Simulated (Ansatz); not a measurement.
Rock-salt PbTe, relaxed in Ansatz (plane waves) with several semilocal functionals. Each gives its own volume and its own bulk modulus:

| level | V0 (Å³/atom) | bulk modulus (GPa) | ln V0 | ln B0 |
|---|---|---|---|---|
| LDA | 32.460 | 48.74 | 3.4800 | 3.8865 |
| PBEsol | 33.427 | 44.84 | 3.5094 | 3.8031 |
| PBE | 35.437 | 38.52 | 3.5678 | 3.6512 |

Fit a straight line to ln B0 against ln V0. What does it predict for r²SCAN, whose volume is 34.877 Å³/atom?

With x = ln V0 and y = ln B0: means 3.51907 and 3.78027; Σ(Δx Δy) = -0.01066, Σ(Δx²) = 0.003995, so the slope is -2.67. At x = 3.5518 the line gives y = 3.78027 + (-2.67) × (3.5518 − 3.51907) = 3.6929, or 40.16 GPa. The run with r²SCAN gives 42.09 GPa, +4.8 % from the line. The rows used scatter about it by up to 0.3 %, while the largest value lies 27 % above the smallest. For comparison, PBE's own equation of state has B′ = 4.5, the slope −d ln B/d ln V at a fixed functional; the two needn't agree, since functionals also differ at one volume.

Measured: 39.8 GPa (measured, 300 K, no zero-point or thermal correction, our sources range from 39.8 to 44.0; as tabulated in Hummer et al. (2007), doi:10.1103/physrevb.75.195211).

Ansatz's density-functional and Hartree–Fock values are scalar-relativistic unless marked +SOC, with PAW data made under PBE.

Ansatz is an electronic-structure program.
